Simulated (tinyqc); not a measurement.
ROHF in the sto-3g basis, for NH3+, spin multiplicity 2, step by step (part 1 of 3). Computed by tinyqc, a small Python program that keeps every step (integrals from PySCF). Settings: charge = 1, multiplicity = 2, basis = sto-3g, energy threshold = 1e-08, iteration cap = 69, orthogonalisation = canonical, start = highest core orbitals, DIIS depth = 0, method = ROHF. Command: `OMP_NUM_THREADS=1 python tinyqc.py 24634 24635 out.jsonl` (the two numbers bound the seeds that draw the settings). One thread of a shared host (Intel(R) Xeon(R) Processor @ 2.60GHz), about 0.08 s of CPU time with the checks. Later iterations appear only in the table of the cycle.

## One-electron integrals

Geometry (angstrom):
```
atom        x        y       z
N      0.0000   0.0000  0.0930
H      1.2210   0.0000  0.0000
H     -0.6110   1.0580  0.0000
H     -0.6110  -1.0580  0.0000
```

Basis sto-3g: exponents (1/bohr^2) and contraction coefficients of normalised primitives:
```
element  l (shell)  exponent  coefficient
N            s (1)   99.1062       0.1543
N            s (1)   18.0523       0.5353
N            s (1)    4.8857       0.4446
N            s (2)    3.7805      -0.1000
N            s (2)    0.8785       0.3995
N            s (2)    0.2857       0.7001
N            p (3)    3.7805       0.1559
N            p (3)    0.8785       0.6077
N            p (3)    0.2857       0.3920
H            s (1)    3.4253       0.1543
H            s (1)    0.6239       0.5353
H            s (1)    0.1689       0.4446
```

Overlap, kinetic and nuclear-attraction integrals over the contracted functions; the nuclear repulsion is the sum of Za Zb / Rab.

nuclear repulsion = 9.821681 hartree

overlap S, order 1N 1s, 1N 2s, 1N 2px, 1N 2py, 1N 2pz, 2H 1s, 3H 1s, 4H 1s:
$$\begin{pmatrix}
1.0000 & 0.2350 & 0.0000 & 0.0000 & 0.0000 & 0.0354 & 0.0354 & 0.0354 \\
0.2350 & 1.0000 & 0.0000 & 0.0000 & 0.0000 & 0.3718 & 0.3714 & 0.3714 \\
0.0000 & 0.0000 & 1.0000 & 0.0000 & 0.0000 & 0.3588 & -0.1793 & -0.1793 \\
0.0000 & 0.0000 & 0.0000 & 1.0000 & 0.0000 & 0.0000 & 0.3105 & -0.3105 \\
0.0000 & 0.0000 & 0.0000 & 0.0000 & 1.0000 & -0.0273 & -0.0273 & -0.0273 \\
0.0354 & 0.3718 & 0.3588 & 0.0000 & -0.0273 & 1.0000 & 0.0983 & 0.0983 \\
0.0354 & 0.3714 & -0.1793 & 0.3105 & -0.0273 & 0.0983 & 1.0000 & 0.0983 \\
0.0354 & 0.3714 & -0.1793 & -0.3105 & -0.0273 & 0.0983 & 0.0983 & 1.0000
\end{pmatrix}$$

kinetic energy T (hartree), order 1N 1s, 1N 2s, 1N 2px, 1N 2py, 1N 2pz, 2H 1s, 3H 1s, 4H 1s:
$$\begin{pmatrix}
21.9908 & -0.1284 & 0.0000 & 0.0000 & 0.0000 & -0.0102 & -0.0102 & -0.0102 \\
-0.1284 & 0.6070 & 0.0000 & 0.0000 & 0.0000 & 0.0539 & 0.0537 & 0.0537 \\
0.0000 & 0.0000 & 1.8994 & 0.0000 & 0.0000 & 0.1561 & -0.0779 & -0.0779 \\
0.0000 & 0.0000 & 0.0000 & 1.8994 & 0.0000 & 0.0000 & 0.1348 & -0.1348 \\
0.0000 & 0.0000 & 0.0000 & 0.0000 & 1.8994 & -0.0119 & -0.0119 & -0.0119 \\
-0.0102 & 0.0539 & 0.1561 & 0.0000 & -0.0119 & 0.7600 & -0.0111 & -0.0111 \\
-0.0102 & 0.0537 & -0.0779 & 0.1348 & -0.0119 & -0.0111 & 0.7600 & -0.0111 \\
-0.0102 & 0.0537 & -0.0779 & -0.1348 & -0.0119 & -0.0111 & -0.0111 & 0.7600
\end{pmatrix}$$

nuclear attraction V (hartree), order 1N 1s, 1N 2s, 1N 2px, 1N 2py, 1N 2pz, 2H 1s, 3H 1s, 4H 1s:
$$\begin{pmatrix}
-47.4819 & -5.7375 & 0.0000 & 0.0000 & 0.0025 & -0.8815 & -0.8800 & -0.8800 \\
-5.7375 & -8.1516 & -0.0001 & 0.0000 & 0.0302 & -2.3625 & -2.3594 & -2.3594 \\
0.0000 & -0.0001 & -8.1374 & 0.0000 & 0.0000 & -2.0525 & 1.0253 & 1.0253 \\
0.0000 & 0.0000 & 0.0000 & -8.1372 & 0.0000 & 0.0000 & -1.7754 & 1.7754 \\
0.0025 & 0.0302 & 0.0000 & 0.0000 & -8.0120 & 0.1624 & 0.1621 & 0.1621 \\
-0.8815 & -2.3625 & -2.0525 & 0.0000 & 0.1624 & -4.7136 & -0.5288 & -0.5288 \\
-0.8800 & -2.3594 & 1.0253 & -1.7754 & 0.1621 & -0.5288 & -4.7118 & -0.5283 \\
-0.8800 & -2.3594 & 1.0253 & 1.7754 & 0.1621 & -0.5288 & -0.5283 & -4.7118
\end{pmatrix}$$

core Hamiltonian H = T + V (hartree), order 1N 1s, 1N 2s, 1N 2px, 1N 2py, 1N 2pz, 2H 1s, 3H 1s, 4H 1s:
$$\begin{pmatrix}
-25.4911 & -5.8659 & 0.0000 & 0.0000 & 0.0025 & -0.8917 & -0.8902 & -0.8902 \\
-5.8659 & -7.5446 & -0.0001 & 0.0000 & 0.0302 & -2.3086 & -2.3058 & -2.3058 \\
0.0000 & -0.0001 & -6.2380 & 0.0000 & 0.0000 & -1.8964 & 0.9474 & 0.9474 \\
0.0000 & 0.0000 & 0.0000 & -6.2379 & 0.0000 & 0.0000 & -1.6406 & 1.6406 \\
0.0025 & 0.0302 & 0.0000 & 0.0000 & -6.1126 & 0.1505 & 0.1503 & 0.1503 \\
-0.8917 & -2.3086 & -1.8964 & 0.0000 & 0.1505 & -3.9535 & -0.5399 & -0.5399 \\
-0.8902 & -2.3058 & 0.9474 & -1.6406 & 0.1503 & -0.5399 & -3.9518 & -0.5394 \\
-0.8902 & -2.3058 & 0.9474 & 1.6406 & 0.1503 & -0.5399 & -0.5394 & -3.9518
\end{pmatrix}$$

## Two-electron integrals

Functions are numbered as in S; the eight-fold symmetry (ij|kl) = (ji|kl) = (kl|ij) leaves the list below.

Two-electron integrals (ij|kl) in chemists' order, unique and non-zero (hartree):
```
(11|11) 4.1666      (21|11) 0.6408      (21|21) 0.1175      (22|11) 0.9699
(22|21) 0.2209      (22|22) 0.7082      (31|31) 0.0210      (32|31) 0.0325
(32|32) 0.1564      (33|11) 0.9671      (33|21) 0.2210      (33|22) 0.7081
(33|33) 0.7628      (41|41) 0.0210      (42|41) 0.0325      (42|42) 0.1564
(43|43) 0.0411      (44|11) 0.9671      (44|21) 0.2210      (44|22) 0.7081
(44|33) 0.6806      (44|44) 0.7628      (51|51) 0.0210      (52|51) 0.0325
(52|52) 0.1564      (53|53) 0.0411      (54|54) 0.0411      (55|11) 0.9671
(55|21) 0.2210      (55|22) 0.7081      (55|33) 0.6806      (55|44) 0.6806
(55|55) 0.7628      (61|11) 0.0975      (61|21) 0.0177      (61|22) 0.0333
(61|31) 0.0009      (61|32) 0.0017      (61|33) 0.0334      (61|44) 0.0332
(61|51) -6.90e-05   (61|52) -1.31e-04   (61|53) -1.92e-05   (61|55) 0.0332
(61|61) 0.0027      (62|11) 0.2612      (62|21) 0.0603      (62|22) 0.2166
(62|31) 0.0050      (62|32) 0.0399      (62|33) 0.2255      (62|44) 0.2120
(62|51) -3.83e-04   (62|52) -0.0030     (62|53) -0.0010     (62|55) 0.2120
(62|61) 0.0094      (62|62) 0.0877      (63|11) 0.2150      (63|21) 0.0503
(63|22) 0.1920      (63|31) 0.0095      (63|32) 0.0676      (63|33) 0.2098
(63|44) 0.1830      (63|51) -2.76e-04   (63|52) -0.0025     (63|53) -0.0015
(63|55) 0.1831      (63|61) 0.0081      (63|62) 0.0934      (63|63) 0.1089
(64|41) 0.0059      (64|42) 0.0349      (64|43) 0.0078      (64|54) -0.0006
(64|64) 0.0110      (65|11) -0.0164     (65|21) -0.0038     (65|22) -0.0146
(65|31) -2.76e-04   (65|32) -0.0025     (65|33) -0.0148     (65|44) -0.0139
(65|51) 0.0059      (65|52) 0.0351      (65|53) 0.0079      (65|55) -0.0151
(65|61) -0.0006     (65|62) -0.0071     (65|63) -0.0075     (65|65) 0.0115
(66|11) 0.4264      (66|21) 0.1000      (66|22) 0.4122      (66|31) 0.0099
(66|32) 0.1089      (66|33) 0.4486      (66|44) 0.3936      (66|51) -0.0008
(66|52) -0.0083     (66|53) -0.0042     (66|55) 0.3939      (66|61) 0.0157
(66|62) 0.2189      (66|63) 0.2606      (66|65) -0.0199     (66|66) 0.7746
(71|11) 0.0973      (71|21) 0.0177      (71|22) 0.0332      (71|31) -4.52e-04
(71|32) -0.0009     (71|33) 0.0332      (71|41) 0.0008      (71|42) 0.0015
(71|43) -1.09e-04   (71|44) 0.0333      (71|51) -6.89e-05   (71|52) -1.31e-04
(71|53) 9.60e-06    (71|54) -1.66e-05   (71|55) 0.0331      (71|61) 0.0027
(71|62) 0.0089      (71|63) 0.0073      (71|64) 2.61e-04    (71|65) -0.0006
(71|66) 0.0148      (71|71) 0.0027      (72|11) 0.2608      (72|21) 0.0603
(72|22) 0.2163      (72|31) -0.0025     (72|32) -0.0199     (72|33) 0.2151
(72|41) 0.0043      (72|42) 0.0345      (72|43) -0.0059     (72|44) 0.2219
(72|51) -3.82e-04   (72|52) -0.0030     (72|53) 0.0005      (72|54) -0.0009
(72|55) 0.2118      (72|61) 0.0089      (72|62) 0.0633      (72|63) 0.0526
(72|64) 0.0074      (72|65) -0.0050     (72|66) 0.1221      (72|71) 0.0094
(72|72) 0.0875      (73|11) -0.1074     (73|21) -0.0251     (73|22) -0.0959
(73|31) 0.0068      (73|32) 0.0430      (73|33) -0.1006     (73|41) -0.0016
(73|42) -0.0142     (73|43) 0.0092      (73|44) -0.0956     (73|51) 1.38e-04
(73|52) 0.0012      (73|53) -0.0008     (73|54) 3.70e-04    (73|55) -0.0915
(73|61) -0.0034     (73|62) -0.0199     (73|63) -0.0098     (73|64) -0.0017
(73|65) 0.0015      (73|66) -0.0323     (73|71) -0.0041     (73|72) -0.0466
(73|73) 0.0354      (74|11) 0.1860      (74|21) 0.0435      (74|22) 0.1661
(74|31) -0.0016     (74|32) -0.0142     (74|33) 0.1607      (74|41) 0.0086
(74|42) 0.0594      (74|43) -0.0081     (74|44) 0.1791      (74|51) -2.38e-04
(74|52) -0.0022     (74|53) 3.70e-04    (74|54) -0.0012     (74|55) 0.1584
(74|61) 0.0065      (74|62) 0.0492      (74|63) 0.0408      (74|64) 0.0127
(74|65) -0.0038     (74|66) 0.0963      (74|71) 0.0070      (74|72) 0.0807
(74|73) -0.0423     (74|74) 0.0842      (75|11) -0.0163     (75|21) -0.0038
(75|22) -0.0146     (75|31) 1.38e-04    (75|32) 0.0012      (75|33) -0.0141
(75|41) -2.38e-04   (75|42) -0.0022     (75|43) 3.70e-04    (75|44) -0.0146
(75|51) 0.0059      (75|52) 0.0350      (75|53) -0.0039     (75|54) 0.0068
(75|55) -0.0151     (75|61) -0.0006     (75|62) -0.0050     (75|63) -0.0041
(75|64) -0.0006     (75|65) 0.0078      (75|66) -0.0102     (75|71) -0.0006
(75|72) -0.0071     (75|73) 0.0037      (75|74) -0.0064     (75|75) 0.0115
(76|11) 0.0565      (76|21) 0.0131      (76|22) 0.0499      (76|31) 4.48e-04
(76|32) 0.0040      (76|33) 0.0503      (76|41) 0.0008      (76|42) 0.0069
(76|43) 2.91e-04    (76|44) 0.0506      (76|51) -1.37e-04   (76|52) -0.0012
(76|53) -1.57e-04   (76|54) -2.72e-04   (76|55) 0.0487      (76|61) 0.0020
(76|62) 0.0186      (76|63) 0.0185      (76|64) 0.0020      (76|65) -0.0017
(76|66) 0.0447      (76|71) 0.0020      (76|72) 0.0185      (76|73) -0.0075
(76|74) 0.0170      (76|75) -0.0017     (76|76) 0.0049      (77|11) 0.4262
(77|21) 0.1000      (77|22) 0.4120      (77|31) -0.0049     (77|32) -0.0544
(77|33) 0.4071      (77|41) 0.0085      (77|42) 0.0942      (77|43) -0.0238
(77|44) 0.4346      (77|51) -0.0007     (77|52) -0.0083     (77|53) 0.0021
(77|54) -0.0036     (77|55) 0.3937      (77|61) 0.0148      (77|62) 0.1222
(77|63) 0.0996      (77|64) 0.0202      (77|65) -0.0103     (77|66) 0.2496
(77|71) 0.0157      (77|72) 0.2186      (77|73) -0.1302     (77|74) 0.2254
(77|75) -0.0198     (77|76) 0.0447      (77|77) 0.7746      (81|11) 0.0973
(81|21) 0.0177      (81|22) 0.0332      (81|31) -4.52e-04   (81|32) -0.0009
(81|33) 0.0332      (81|41) -0.0008     (81|42) -0.0015     (81|43) 1.09e-04
(81|44) 0.0333      (81|51) -6.89e-05   (81|52) -1.31e-04   (81|53) 9.60e-06
(81|54) 1.66e-05    (81|55) 0.0331      (81|61) 0.0027      (81|62) 0.0089
(81|63) 0.0073      (81|64) -2.61e-04   (81|65) -0.0006     (81|66) 0.0148
(81|71) 0.0027      (81|72) 0.0089      (81|73) -0.0039     (81|74) 0.0062
(81|75) -0.0006     (81|76) 0.0019      (81|77) 0.0148      (81|81) 0.0027
(82|11) 0.2608      (82|21) 0.0603      (82|22) 0.2163      (82|31) -0.0025
(82|32) -0.0199     (82|33) 0.2151      (82|41) -0.0043     (82|42) -0.0345
(82|43) 0.0059      (82|44) 0.2219      (82|51) -3.82e-04   (82|52) -0.0030
(82|53) 0.0005      (82|54) 0.0009      (82|55) 0.2118      (82|61) 0.0089
(82|62) 0.0633      (82|63) 0.0526      (82|64) -0.0074     (82|65) -0.0050
(82|66) 0.1221      (82|71) 0.0089      (82|72) 0.0632      (82|73) -0.0327
(82|74) 0.0418      (82|75) -0.0050     (82|76) 0.0141      (82|77) 0.1221
(82|81) 0.0094      (82|82) 0.0875      (83|11) -0.1074     (83|21) -0.0251
(83|22) -0.0959     (83|31) 0.0068      (83|32) 0.0430      (83|33) -0.1006
(83|41) 0.0016      (83|42) 0.0142      (83|43) -0.0092     (83|44) -0.0956
(83|51) 1.38e-04    (83|52) 0.0012      (83|53) -0.0008     (83|54) -3.70e-04
(83|55) -0.0915     (83|61) -0.0034     (83|62) -0.0199     (83|63) -0.0098
(83|64) 0.0017      (83|65) 0.0015      (83|66) -0.0323     (83|71) -0.0039
(83|72) -0.0327     (83|73) 0.0240      (83|74) -0.0212     (83|75) 0.0025
(83|76) -0.0056     (83|77) -0.0673     (83|81) -0.0041     (83|82) -0.0466
(83|83) 0.0354      (84|11) -0.1860     (84|21) -0.0435     (84|22) -0.1661
(84|31) 0.0016      (84|32) 0.0142      (84|33) -0.1607     (84|41) 0.0086
(84|42) 0.0594      (84|43) -0.0081     (84|44) -0.1791     (84|51) 2.38e-04
(84|52) 0.0022      (84|53) -3.70e-04   (84|54) -0.0012     (84|55) -0.1584
(84|61) -0.0065     (84|62) -0.0492     (84|63) -0.0408     (84|64) 0.0127
(84|65) 0.0038      (84|66) -0.0963     (84|71) -0.0062     (84|72) -0.0418
(84|73) 0.0212      (84|74) -0.0211     (84|75) 0.0032      (84|76) -0.0097
(84|77) -0.0761     (84|81) -0.0070     (84|82) -0.0807     (84|83) 0.0423
(84|84) 0.0842      (85|11) -0.0163     (85|21) -0.0038     (85|22) -0.0146
(85|31) 1.38e-04    (85|32) 0.0012      (85|33) -0.0141     (85|41) 2.38e-04
(85|42) 0.0022      (85|43) -3.70e-04   (85|44) -0.0146     (85|51) 0.0059
(85|52) 0.0350      (85|53) -0.0039     (85|54) -0.0068     (85|55) -0.0151
(85|61) -0.0006     (85|62) -0.0050     (85|63) -0.0041     (85|64) 0.0006
(85|65) 0.0078      (85|66) -0.0102     (85|71) -0.0006     (85|72) -0.0050
(85|73) 0.0025      (85|74) -0.0032     (85|75) 0.0078      (85|76) -0.0012
(85|77) -0.0102     (85|81) -0.0006     (85|82) -0.0071     (85|83) 0.0037
(85|84) 0.0064      (85|85) 0.0115      (86|11) 0.0565      (86|21) 0.0131
(86|22) 0.0499      (86|31) 4.48e-04    (86|32) 0.0040      (86|33) 0.0503
(86|41) -0.0008     (86|42) -0.0069     (86|43) -2.91e-04   (86|44) 0.0506
(86|51) -1.37e-04   (86|52) -0.0012     (86|53) -1.57e-04   (86|54) 2.72e-04
(86|55) 0.0487      (86|61) 0.0020      (86|62) 0.0186      (86|63) 0.0185
(86|64) -0.0020     (86|65) -0.0017     (86|66) 0.0447      (86|71) 0.0019
(86|72) 0.0141      (86|73) -0.0056     (86|74) 0.0097      (86|75) -0.0012
(86|76) 0.0038      (86|77) 0.0274      (86|81) 0.0020      (86|82) 0.0185
(86|83) -0.0075     (86|84) -0.0170     (86|85) -0.0017     (86|86) 0.0049
(87|11) 0.0565      (87|21) 0.0131      (87|22) 0.0498      (87|31) -0.0009
(87|32) -0.0080     (87|33) 0.0507      (87|44) 0.0500      (87|51) -1.36e-04
(87|52) -0.0012     (87|53) 3.14e-04    (87|55) 0.0487      (87|61) 0.0019
(87|62) 0.0141      (87|63) 0.0112      (87|65) -0.0012     (87|66) 0.0273
(87|71) 0.0020      (87|72) 0.0185      (87|73) -0.0110     (87|74) 0.0149
(87|75) -0.0017     (87|76) 0.0038      (87|77) 0.0447      (87|81) 0.0020
(87|82) 0.0185      (87|83) -0.0110     (87|84) -0.0149     (87|85) -0.0017
(87|86) 0.0038      (87|87) 0.0049      (88|11) 0.4262      (88|21) 0.1000
(88|22) 0.4120      (88|31) -0.0049     (88|32) -0.0544     (88|33) 0.4071
(88|41) -0.0085     (88|42) -0.0942     (88|43) 0.0238      (88|44) 0.4346
(88|51) -0.0007     (88|52) -0.0083     (88|53) 0.0021      (88|54) 0.0036
(88|55) 0.3937      (88|61) 0.0148      (88|62) 0.1222      (88|63) 0.0996
(88|64) -0.0202     (88|65) -0.0103     (88|66) 0.2496      (88|71) 0.0148
(88|72) 0.1221      (88|73) -0.0673     (88|74) 0.0761      (88|75) -0.0102
(88|76) 0.0274      (88|77) 0.2495      (88|81) 0.0157      (88|82) 0.2186
(88|83) -0.1302     (88|84) -0.2254     (88|85) -0.0198     (88|86) 0.0447
(88|87) 0.0447      (88|88) 0.7746
```

## Orthogonalisation

S = U s U^T; canonical form X = U s^(-1/2), so that X^T S X = 1. Each column of U has its largest component positive (the first on a tie).

eigenvalues of S: [0.4116, 0.5087, 0.5091, 0.9737, 1.0099, 1.3927, 1.3929, 1.8014]

X, order 1N 1s, 1N 2s, 1N 2px, 1N 2py, 1N 2pz, 2H 1s, 3H 1s, 4H 1s:
$$\begin{pmatrix}
-0.3734 & 0.0009 & 0.0000 & 0.8110 & 0.4895 & 0.0000 & -0.0001 & 0.1828 \\
1.1808 & -0.0022 & 0.0000 & -0.0138 & 0.0671 & 0.0000 & -0.0003 & 0.4836 \\
0.0022 & 0.9346 & 0.0000 & -0.0001 & 0.0000 & 0.0000 & 0.6316 & 0.0003 \\
0.0000 & 0.0000 & 0.9343 & 0.0000 & 0.0000 & 0.6316 & 0.0000 & 0.0000 \\
-0.0758 & 0.0001 & 0.0000 & -0.5308 & 0.8452 & 0.0000 & 0.0000 & -0.0316 \\
-0.5468 & -0.8522 & 0.0000 & -0.1706 & -0.1026 & 0.0000 & 0.4610 & 0.3095 \\
-0.5436 & 0.4277 & -0.7387 & -0.1707 & -0.1027 & 0.3994 & -0.2308 & 0.3091 \\
-0.5436 & 0.4277 & 0.7387 & -0.1707 & -0.1027 & -0.3994 & -0.2308 & 0.3091
\end{pmatrix}$$

## Starting guess

The start is the highest orbitals of the core Hamiltonian (a deliberately bad start); D(s) = C_occ C_occ^T for each spin.

D(alpha) at the start, order 1N 1s, 1N 2s, 1N 2px, 1N 2py, 1N 2pz, 2H 1s, 3H 1s, 4H 1s:
$$\begin{pmatrix}
0.0038 & -0.0341 & 0.0000 & 0.0000 & -0.0149 & 0.0383 & 0.0382 & 0.0382 \\
-0.0341 & 0.3114 & 0.0002 & 0.0000 & 0.0541 & -0.3574 & -0.3567 & -0.3567 \\
0.0000 & 0.0002 & 0.1100 & 0.0000 & 0.0000 & -0.3165 & 0.1580 & 0.1580 \\
0.0000 & 0.0000 & 0.0000 & 1.2719 & 0.0000 & 0.0000 & -0.4379 & 0.4379 \\
-0.0149 & 0.0541 & 0.0000 & 0.0000 & 0.9961 & 0.0253 & 0.0252 & 0.0252 \\
0.0383 & -0.3574 & -0.3165 & 0.0000 & 0.0253 & 1.3270 & -0.0380 & -0.0380 \\
0.0382 & -0.3567 & 0.1580 & -0.4379 & 0.0252 & -0.0380 & 1.3494 & -0.0612 \\
0.0382 & -0.3567 & 0.1580 & 0.4379 & 0.0252 & -0.0380 & -0.0612 & 1.3494
\end{pmatrix}$$

D(beta) at the start, order 1N 1s, 1N 2s, 1N 2px, 1N 2py, 1N 2pz, 2H 1s, 3H 1s, 4H 1s:
$$\begin{pmatrix}
0.0038 & -0.0341 & 0.0000 & 0.0000 & -0.0149 & 0.0383 & 0.0382 & 0.0382 \\
-0.0341 & 0.3114 & 0.0002 & 0.0000 & 0.0541 & -0.3574 & -0.3567 & -0.3567 \\
0.0000 & 0.0002 & 0.1100 & 0.0000 & 0.0000 & -0.3165 & 0.1580 & 0.1580 \\
0.0000 & 0.0000 & 0.0000 & 0.1097 & 0.0000 & 0.0000 & -0.2736 & 0.2736 \\
-0.0149 & 0.0541 & 0.0000 & 0.0000 & 0.9961 & 0.0253 & 0.0252 & 0.0252 \\
0.0383 & -0.3574 & -0.3165 & 0.0000 & 0.0253 & 1.3270 & -0.0380 & -0.0380 \\
0.0382 & -0.3567 & 0.1580 & -0.2736 & 0.0252 & -0.0380 & 1.3261 & -0.0379 \\
0.0382 & -0.3567 & 0.1580 & 0.2736 & 0.0252 & -0.0380 & -0.0379 & 1.3261
\end{pmatrix}$$
